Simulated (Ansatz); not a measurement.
# C2H3F3S (methyl(trifluoromethyl) sulfide) at B3LYP/6-31G(d) (spherical functions)

What is the energy change on altering one bond length of C2H3F3S (methyl(trifluoromethyl) sulfide) at B3LYP/6-31G* (spherical functions)? 

Program for the calculation: Ansatz 0.2.0.

54 further runs of the same task are left out: 54 set aside as unsound or not needed. Runs told in other sessions of the task aren't counted.

### Step 1. The structure to begin with

C2H3F3S has 9 atoms, charge 0, and is taken as a singlet. As SMILES, `CSC(F)(F)F`. The shape is that of a PBE0-D4/def2-TZVP optimisation.

Bond lengths: C1–S2 1.799 Å, S2–C3 1.797 Å, C3–F4 1.338 Å, C3–F5 1.331 Å, C3–F6 1.338 Å, C1–H7 1.090 Å, C1–H8 1.089 Å, C1–H9 1.089 Å. Some angles: C1–S2–C3 98.4°, S2–C3–F4 112.9°, S2–C3–F5 108.3°, S2–C3–F6 112.9°, F4–C3–F5 108.0°, F4–C3–F6 106.4°, F5–C3–F6 108.0°, S2–C1–H7 105.7°, S2–C1–H8 111.0°, S2–C1–H9 111.0°.

### Step 2. The energy at B3LYP/6-31G(d) (spherical functions)

Contents of run.yaml:

```yaml
basis:
  gaussian: {orbitals: 6-31G_st_-spherical.json}
crystal:
  periodic: [false, false, false]
  atoms:
    - symbol: C
      position_ang: [-0.264600, -1.100100, 0.810100]
    - symbol: S
      position_ang: [1.180700, -0.334500, 0.060100]
    - symbol: C
      position_ang: [0.352400, 1.022800, -0.776800]
    - symbol: F
      position_ang: [-0.550100, 0.609400, -1.673600]
    - symbol: F
      position_ang: [1.270600, 1.742000, -1.418200]
    - symbol: F
      position_ang: [-0.296500, 1.835600, 0.064500]
    - symbol: H
      position_ang: [0.112500, -1.958300, 1.366300]
    - symbol: H
      position_ang: [-0.961900, -1.447400, 0.049200]
    - symbol: H
      position_ang: [-0.754400, -0.415800, 1.501300]
hamiltonian: {xc: {name: B3LYP}}
accuracy: high
output: {orbitals: {seedname: orbitals}}
```

The basis set 6-31G* is read from a file made from the Basis Set Exchange's data (not shown).

Command:

```bash
ansatz run run.yaml --threads 1 --pin off --max-ram 2610MiB --events-out events.jsonl --progress --plain --runs-dir runs
```

The program printed:

```text
Warning: RAYON_NUM_THREADS=1 ignored (pool sized by the plan → 1); use --threads N
Functional definition: B3LYP
  name "B3LYP"
  parameter a0 = 0.2
  parameter ax = 0.72
  parameter ac = 0.81
  exchange = (1 - a0 - ax)*slater_x + ax*b88_x + a0*exact_x
  correlation = (1 - ac)*vwn_rpa_c + ac*lyp_c
2201 factors; integrals over basis functions are off by at most 4.8e-9 eV
mean field evaluation 1: about -21103.6557 eV, gradient 5.0e1 eV
mean field evaluation 2: about -21099.5850 eV, gradient 6.9e1 eV
mean field evaluation 4: about -21108.1066 eV, gradient 1.8e0 eV
mean field evaluation 8: about -21108.3534 eV, gradient 1.9e-1 eV
mean field evaluation 16: about -21108.3534 eV, gradient 3.5e-5 eV
mean field -21108.35344720 eV, -775.7176814288 hartree, gradient 3.7e-8 eV, S^2 0.000000; 0 other end points of the search recorded, 0 dependent functions left out
reference -21108.35347761 eV, -775.7176825463 hartree; 29, 29 occupied and 65, 65 virtual orbitals, 2201 factors
Total energy: -21108.35347761 eV, -775.7176825463 hartree
```

Wall time 11 s (1 thread of Arm Neoverse V2, shared host); peak memory 0.36 GiB.

### Step 3. The distorted shape

Contents of job.yaml:

```yaml
basis:
  gaussian:
    orbitals: 6-31G_st_-spherical.json
crystal:
  periodic: [false, false, false]
  atoms:
    - symbol: C
      position_ang: [0.059858, -1.506510, 0.389440]
    - symbol: S
      position_ang: [1.505158, -0.740910, -0.360560]
    - symbol: C
      position_ang: [0.676858, 0.616390, -1.197460]
    - symbol: F
      position_ang: [-0.225642, 0.202990, -2.094260]
    - symbol: F
      position_ang: [1.595058, 1.335590, -1.838860]
    - symbol: F
      position_ang: [-0.296500, 1.835600, 0.064500]
    - symbol: H
      position_ang: [0.436958, -2.364710, 0.945640]
    - symbol: H
      position_ang: [-0.637442, -1.853810, -0.371460]
    - symbol: H
      position_ang: [-0.429942, -0.822210, 1.080640]
hamiltonian:
  xc: {name: B3LYP}
accuracy: high
output: {orbitals: {seedname: orbitals}}
```

The basis set 6-31G* is read from a file made from the Basis Set Exchange's data (not shown).

Command:

```bash
ansatz run job.yaml --threads 1 --pin off --max-ram 2610MiB --events-out events.jsonl --progress --plain --runs-dir runs
```

The program printed:

```text
Warning: RAYON_NUM_THREADS=1 ignored (pool sized by the plan → 1); use --threads N
Functional definition: B3LYP
  name "B3LYP"
  parameter a0 = 0.2
  parameter ax = 0.72
  parameter ac = 0.81
  exchange = (1 - a0 - ax)*slater_x + ax*b88_x + a0*exact_x
  correlation = (1 - ac)*vwn_rpa_c + ac*lyp_c
2163 factors; integrals over basis functions are off by at most 3.3e-9 eV
mean field evaluation 1: about -21098.2946 eV, gradient 6.0e1 eV
mean field evaluation 2: about -20978.7833 eV, gradient 2.3e2 eV
mean field evaluation 4: about -21104.2176 eV, gradient 2.8e1 eV
mean field evaluation 8: about -21105.5485 eV, gradient 5.9e-1 eV
mean field evaluation 16: about -21105.7638 eV, gradient 1.0e-3 eV
mean field -21105.76379893 eV, -775.6225136103 hartree, gradient 3.2e-8 eV, S^2 0.000000; 0 other end points of the search recorded, 0 dependent functions left out
reference -21105.76382971 eV, -775.6225147413 hartree; 29, 29 occupied and 65, 65 virtual orbitals, 2163 factors
Total energy: -21105.76382971 eV, -775.6225147413 hartree
```

It took 12 s on 1 thread of Arm Neoverse V2, shared host; peak memory 0.35 GiB.

### Step 4. What came out

Level: B3LYP/6-31G* (spherical functions).

```
                                                         quantity          value
                                        first shape: total energy  -775.71768 Eh
                                         first shape: HOMO energy       -7.03 eV
                                         first shape: LUMO energy        0.30 eV
                                       first shape: HOMO–LUMO gap        7.33 eV
                                    distorted shape: total energy  -775.62251 Eh
                                     distorted shape: HOMO energy       -7.69 eV
                                     distorted shape: LUMO energy       -2.85 eV
                                   distorted shape: HOMO–LUMO gap        4.84 eV
energy change with the C3–F6 bond stretched from 1.338 to 2.007 Å       2.590 eV
```

**Reading.** With the C3–F6 bond stretched from 1.338 to 2.007 Å the energy rises by 2.59 eV (60 kcal/mol). The first shape isn't relaxed at this level, so the change isn't measured from a minimum.
